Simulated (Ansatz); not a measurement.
Program: Ansatz. Geometries: PBE0-D4/def2-TZVP. ΔE: electronic, gas phase. CCSD(T)/CBS is the MP2 limit (def2-TZVPP, def2-QZVPP) plus CCSD(T) − MP2 in def2-TZVPP, frozen cores. Functionals use def2-TZVPP. One conformer a species, not always the lowest.

`O=CCC1CO1` → `CC(=O)/C=C\O`  (isomerisation)

`O=CCC1CO1`:

Cartesian coordinates in Å:
```
O -1.338 0.590 1.762
C -1.591 -0.182 0.878
C -0.590 -0.706 -0.107
C 0.794 -0.173 0.091
C 1.287 0.972 -0.661
O 1.686 -0.348 -0.998
H -2.625 -0.566 0.741
H -0.951 -0.480 -1.118
H -0.601 -1.803 -0.037
H 1.233 -0.362 1.068
H 0.632 1.457 -1.382
H 2.064 1.601 -0.235
```

`CC(=O)/C=C\O`:

Cartesian coordinates in Å:
```
C -1.592 0.919 -0.404
C -0.177 0.522 -0.111
O 0.718 1.379 -0.101
C 0.115 -0.861 0.155
C 1.396 -1.228 0.421
O 2.400 -0.391 0.452
H -1.651 1.992 -0.576
H -1.957 0.383 -1.285
H -2.241 0.642 0.431
H -0.668 -1.606 0.146
H 1.671 -2.259 0.629
H 1.987 0.509 0.242
```

```json
{"level": "BLYP-D4", "ΔE (eV)": "-1.71"}
{"level": "BHLYP-D4", "ΔE (eV)": "-1.53"}
{"level": "PBE", "ΔE (eV)": "-1.60"}
{"level": "HF/def2-TZVPP", "ΔE (eV)": "-1.33"}
```

Task: What does CCSD(T)/CBS give? (An estimate is asked.)

Result: Ansatz gave: -1.45 eV. The listed levels differ from it by -0.26, -0.08, -0.15, 0.12 eV.

Largest T1 diagnostic among the species: 0.017.

From BLYP to BHLYP (50 % exact exchange), in def2-TZVPP and without D4, ΔE moves by +0.16 eV. In def2-TZVPP, CCSD(T) changes the Hartree–Fock value by −0.09 eV (the triples alone add −0.08 eV) and MP2 by −0.10 eV.
